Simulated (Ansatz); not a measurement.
# H2LiO: the cost of one run

Method: RKS PBE/cc-pVDZ, in Ansatz 0.2.0.

## Step 1: The structure to begin with

Bond lengths: O2–H3 0.963 Å, O2–H4 0.962 Å. Angles: H3–O2–H4 121.3°.

Coordinates:

```xyz
4

Li   -0.0640   -0.0424   -1.7050
O     0.0302    0.0201    0.8830
H    -0.6820   -0.4521    0.4383
H     0.7158    0.4744    0.3838
```

## Step 2: Relaxing the start

input.yaml reads:

```yaml
crystal:
  periodic: [false, false, false]
  atoms:
    - { symbol: Li, position_ang: [-0.064, -0.0424, -1.705] }
    - { symbol: O, position_ang: [0.0302, 0.0201, 0.883] }
    - { symbol: H, position_ang: [-0.682, -0.4521, 0.4383] }
    - { symbol: H, position_ang: [0.7158, 0.4744, 0.3838] }
total_charge: 1
basis:
  gaussian: { orbitals: cc-pVDZ }
hamiltonian:
  xc: pbe
relax:
  f_tol: 0.02
  max_steps: 40
```

Launch:

```sh
$ ansatz run input.yaml --threads 1 --pin off --max-ram 2048MiB --backend cpu --events-out ev --progress --plain --runs-dir out
```

What time and memory should one allow on 1 thread of Arm Neoverse V1, shared host?

About 7.6 s, with a peak of 0.097 GiB.
